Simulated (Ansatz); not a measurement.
Litharge SnO was calculated with HISS in Ansatz (PAW).

Run with plane-wave cutoff 460 eV, 8×8×6 k mesh (along the axes of the cell as run), Fermi–Dirac smearing 0.01 eV, scalar-relativistic PAW data made under PBE.

Cell (measured lattice):

```
CELL_PARAMETERS angstrom
      3.80100     0.00000     0.00000
      0.00000     3.80100     0.00000
      0.00000     0.00000     4.83500
ATOMIC_POSITIONS crystal
  Sn 0.50000 0.00000 0.76310
  Sn 0.00000 0.50000 0.23690
  O  0.50000 0.50000 0.00000
  O  0.00000 0.00000 0.00000
```

Predict the band gap, smallest direct gap on the k points sampled and direct gap at Γ.


* **band gap**: 0.58 eV
* **smallest direct gap on the k points sampled**: 3.03 eV
* **direct gap at Γ**: 3.21 eV

Note: cell and atoms aren't relaxed at this level (largest force component 0.45 eV/Å, pressure -1.9 GPa).

Spin–orbit coupling is not included.

Static lattice: no zero-point or thermal effects.

Cost on a shared machine: around 14 core-minutes (rough).

Ansatz is a program for electronic structure.
